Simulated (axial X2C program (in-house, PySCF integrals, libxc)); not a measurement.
## SF⁺: from the spin-free to the two-component result

All values were computed with an in-house all-electron X2C program for linear molecules (integrals from PySCF). Spin-free means the one-electron spin-free X2C Hamiltonian; two-component (2c) means X2C with spin–orbit coupling and atomic mean-field two-electron Coulomb and Gaunt terms, so the difference of the two also holds small scalar two-electron terms. Basis: S dyall-av3z [9s8p3d2f], F dyall-av3z [7s6p3d2f] (cores contracted in-house); Gaussian nuclei, density fitting, unrestricted open shells. Masses: S 31.972 u, F 18.998 u.

Spin-free state: M_S = 1, Λ = 0 (beyond evenly filled blocks: π+α, π-α); fragments S+ + F.

```json
{"level": "PBE0", "Re (Å)": "1.515", "ωe (cm⁻¹)": "1033.8", "De (eV)": "3.901", "μ (D)": "-2.25"}
{"level": "HF", "Re (Å)": "1.485", "ωe (cm⁻¹)": "1111.5", "De (eV)": "1.540", "μ (D)": "-2.58"}
{"level": "CCSD", "Re (Å)": "1.516", "ωe (cm⁻¹)": "1026.7", "De (eV)": "3.313", "μ (D)": "n/a"}
{"level": "CCSD(T)", "Re (Å)": "1.524", "ωe (cm⁻¹)": "1000.0", "De (eV)": "3.494", "μ (D)": "n/a"}
{"level": "BLYP", "Re (Å)": "1.553", "ωe (cm⁻¹)": "929.8", "De (eV)": "4.272", "μ (D)": "-2.24"}
```

Correlated methods: 12 electrons correlated (number of frozen shells: S 2 s, 1 p; F 1 s), 196 virtual spin orbitals or spinors in MP2, 89 natural virtuals in coupled cluster.

Dipoles are positive if F is the positive end and refer to the centre of mass.

Two-component determinant lowest at the distance of the search:

Ω = 1 (⟨Sz⟩ = 1.00, ⟨Lz⟩ = 0.00 at HF); fragments S+ + F.

```tsv
level	Re (Å)	ωe (cm⁻¹)	De (eV)	μ (D)
PBE0	1.515	1033.6	3.901	-2.25
HF	1.486	1111.2	1.530	-2.58
CCSD	1.516	1026.5	3.302	n/a
CCSD(T)	1.524	999.8	3.480	n/a
BLYP	1.553	929.6	4.272	-2.24
```

**Question.** From the two tables, how do the constants change at the CCSD(T) level (2c against spin-free)?

**Answer.** At the CCSD(T) level Re is unchanged within 0.001 Å and ωe stays the same within 0.2 cm⁻¹; De changes by -0.014 eV.

The state is a single determinant with fixed occupations, the lowest that a limited PBE0 search found. Dissociation energies refer to the lowest single-determinant-based atoms at the same level and basis. Density functionals use the spin component along the axis (collinear). Coupled cluster ran in a truncated set of natural virtual spinors; the MP2 energy of the rest was added. (T) has no such correction and the atoms are truncated less, which lowers De at CCSD(T) by a hundredth of an eV or more. The 2c atoms are single determinants rather than J levels; their spin–orbit lowering is only partly caught, and De is too large by that part. This holds for PBE0, BLYP. Without a current term, density functionals place determinants with orbital angular momentum somewhat too high. With several unpaired electrons one determinant need not be a pure state. Open-shell Ω = 0 determinants with evenly filled partner blocks cannot be reached by this program, so the Ω shown need not be the lowest component. This is the Ω = 1 component of a π² triplet; the 0⁺ component is not one determinant and can lie lowest.
